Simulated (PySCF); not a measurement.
Run record for `C([C@H]1CS1)(=O)C`: X3LYP/6-31G, IEF-PCM acetonitrile, energy threshold 1e-06 Eh, TDA, 25 singlets.

Method: TDA X3LYP/6-31G, vertical, IEF-PCM acetonitrile (non-equilibrium linear response), core orbitals frozen in the response (PySCF 2.14.0, density-fitted response routines). Geometry: GFN2-xTB. A driver script takes a list of jobs; this job's settings line and coordinates (Å) are shown.

Command:
```bash
OMP_NUM_THREADS=1 python probes_run.py task.json out
```

Input:
```
{"job": {"kind": "uv", "xc": "X3LYP", "basis": "6-31G", "solvent": "acetonitrile", "nstates": 25, "ntriplets": 5, "tda": true, "scf": {"conv": 1e-06}}, "charge": 0, "multiplicity": 1}
C      1.575029    -0.309484     0.049523
C      0.511421     0.104178    -0.924436
O      0.655808     0.086817    -2.121180
C     -0.786720     0.584444    -0.346561
C     -1.544856    -0.244550     0.634055
S     -0.820809     1.233607     1.339468
H      2.018171     0.592625     0.470529
H      2.348004    -0.873753    -0.464911
H      1.166007    -0.889625     0.871907
H     -1.378625     1.148197    -1.062529
H     -1.117720    -1.182165     0.964340
H     -2.624512    -0.250977     0.563766
```

Predict the output.

```
final grid: 100024 points
cycle   1  E = -629.0362948911  dE =  1.028e+00  |g| = 8.013e-01  |ddm| = 3.584e+00
cycle   2  E = -628.6149947862  dE =  4.213e-01  |g| = 1.649e+00  |ddm| = 2.977e+00
cycle   3  E = -629.1686281895  dE = -5.536e-01  |g| = 1.275e-01  |ddm| = 2.234e+00
cycle   4  E = -629.1725092104  dE = -3.881e-03  |g| = 4.704e-02  |ddm| = 1.840e-01
cycle   5  E = -629.1730446977  dE = -5.355e-04  |g| = 8.429e-03  |ddm| = 5.300e-02
cycle   6  E = -629.1730632228  dE = -1.853e-05  |g| = 2.425e-03  |ddm| = 1.267e-02
cycle   7  E = -629.1730643804  dE = -1.158e-06  |g| = 8.560e-04  |ddm| = 3.447e-03
cycle   8  E = -629.1730645414  dE = -1.610e-07  |g| = 2.486e-04  |ddm| = 1.153e-03
converged SCF energy = -629.1730645414

Static polarisability (au): isotropic 70.511, principal 57.211 63.908 90.415

Singlet excitations
state   eV       nm        f      main configurations
  1   4.2143    294.2   0.00358   H->L 0.71, H-1->L 0.26
  2   4.7969    258.5   0.00080   H-1->L 0.68, H->L 0.27
  3   5.8938    210.4   0.00053   H->L+1 0.94
  4   6.9238    179.1   0.00730   H-1->L+1 0.82, H-2->L 0.12
  5   7.2830    170.2   0.00555   H-3->L 0.93
  6   7.4385    166.7   0.00321   H->L+2 0.94
  7   7.5584    164.0   0.34475   H-2->L 0.69, H-1->L+1 0.11, H-4->L 0.08
  8   8.2373    150.5   0.00454   H-5->L 0.69, H-4->L 0.23
  9   8.2974    149.4   0.03082   H-1->L+2 0.86
 10   8.4337    147.0   0.00957   H->L+3 0.97
 11   8.5583    144.9   0.01458   H->L+4 0.75, H-2->L+1 0.14
 12   8.6297    143.7   0.10271   H-2->L+1 0.56, H->L+4 0.20
 13   8.9035    139.3   0.03482   H-4->L 0.34, H-2->L+1 0.15, H-5->L 0.12
 14   9.0647    136.8   0.02008   H-6->L 0.55, H-3->L+1 0.16, H-7->L 0.14
 15   9.1957    134.8   0.05673   H-1->L+3 0.31, H-3->L+1 0.27, H-6->L 0.11
 16   9.2900    133.5   0.08302   H-1->L+3 0.46, H->L+5 0.15, H-3->L+1 0.10
 17   9.3662    132.4   0.00833   H->L+5 0.68, H-1->L+4 0.17, H-1->L+3 0.12
 18   9.4353    131.4   0.01387   H-1->L+4 0.71, H-7->L 0.10, H->L+5 0.08
 19   9.5067    130.4   0.01637   H-7->L 0.59, H-6->L 0.11, H-8->L 0.10
 20   9.8907    125.4   0.04409   H-3->L+2 0.77, H-2->L+2 0.11
 21  10.0387    123.5   0.06043   H-4->L+1 0.67, H-5->L+1 0.15
 22  10.1360    122.3   0.03842   H->L+6 0.46, H-1->L+5 0.32
 23  10.1749    121.9   0.03935   H->L+6 0.44, H-1->L+5 0.25
 24  10.2543    120.9   0.04546   H-5->L+1 0.36, H-1->L+5 0.33
 25  10.4240    118.9   0.20657   H-5->L+1 0.29, H-2->L+2 0.19, H-9->L 0.08

Triplet excitations (Tamm-Dancoff, eV): 3.6796 4.4161 5.5393 5.6660 6.3908
```

H and L stand for HOMO and LUMO; the number after each pair is its weight.

Give the mean polarisability as a volume in Å³, and the ratio of the largest to the smallest principal value.

70.511 au × 0.148185 = 10.45 Å³; 90.415/57.211 = 1.58.

Which computed singlet has the largest oscillator strength, and what do all of them sum to?

State 7 at 7.56 eV (164 nm), f = 0.345; the 25 states sum to 1.195.

In short: SCF converged in 8 cycles with 70 basis and 650 fitting functions; HOMO -6.57 eV, LUMO -0.93 eV; lowest singlet 4.21 eV; lowest triplet 3.68 eV (Tamm–Dancoff); mean polarisability 70.5 au.

One conformer (not necessarily the lowest) at the GFN2-xTB geometry, without vibrations or thermal averaging.

On Intel Xeon Platinum 8488C, one thread, on a shared host, this took 7.0 s wall and 0.55 GiB of memory at its peak.

Shape of the structure used: `[CH3:1][C:2](=[O:3])[C@H:4]1[CH2:5][S:6]1`: C1–C2–C4–C5 -54°.
